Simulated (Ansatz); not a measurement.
Input file:

```yaml
crystal:
  periodic: [false, false, false]
  atoms:
    - {symbol: Ge, position_ang: [0.000000, 0.000000, 0.000000]}
    - {symbol: F, position_ang: [0.000000, 0.000000, 1.334000]}
basis:
  gaussian: {orbitals: cc-pVDZ}
total_charge: 1
magnetization: {spin_polarized: false}
hamiltonian: {pseudopotentials: {relativity: none}}
correlation: {method: ccsd_t, electrons: all}
scf: {lower_state_search: light}
```

```sh
$ ansatz run in.yaml --threads 1 --pin off --events-out ev --progress --plain --max-ram 2393MiB
```

Log:

```
463 factors; integrals over basis functions are off by at most 5.3e-4 eV
mean field evaluation 1: about -59159.8962 eV, gradient 6.6e1 eV
mean field evaluation 2: about -59160.0662 eV, gradient 6.5e1 eV
mean field evaluation 4: about -59166.7491 eV, gradient 1.6e0 eV
mean field evaluation 8: about -59166.7938 eV, gradient 2.9e-1 eV
mean field evaluation 16: about -59159.8962 eV, gradient 6.6e1 eV
mean field -59166.79431054 eV, -2174.3395862187 hartree, gradient 1.7e-6 eV, S^2 0.000000; 0 other end points of the search recorded, 0 dependent functions left out
reference -59166.79431054 eV, -2174.3395862187 hartree; 20, 20 occupied and 21, 21 virtual orbitals, 463 factors
second order -7.10288639 eV of doubles, -0.00000000 eV of singles
cycle   1  -7.12997682 eV  change   -2.7e-2 eV  update   7.6e-2
cycle   2  -7.34525075 eV  change   -2.2e-1 eV  update   2.4e-2
cycle   3  -7.40066240 eV  change   -5.5e-2 eV  update   1.3e-2
cycle   4  -7.39480790 eV  change    5.9e-3 eV  update   1.9e-3
cycle   5  -7.39449850 eV  change    3.1e-4 eV  update   6.5e-4
cycle   6  -7.39468021 eV  change   -1.8e-4 eV  update   1.6e-4
cycle   7  -7.39458187 eV  change    9.8e-5 eV  update   4.7e-5
cycle   8  -7.39457666 eV  change    5.2e-6 eV  update   1.4e-5
perturbative correction -0.15680963 eV, -0.0057626475 hartree
Total energy: -59174.34569683 eV, -2174.6170945463 hartree
```

Ran on 1 thread of Intel Xeon Platinum 8259CL, shared host: 1.3 s wall, 0.15 GiB peak host memory.
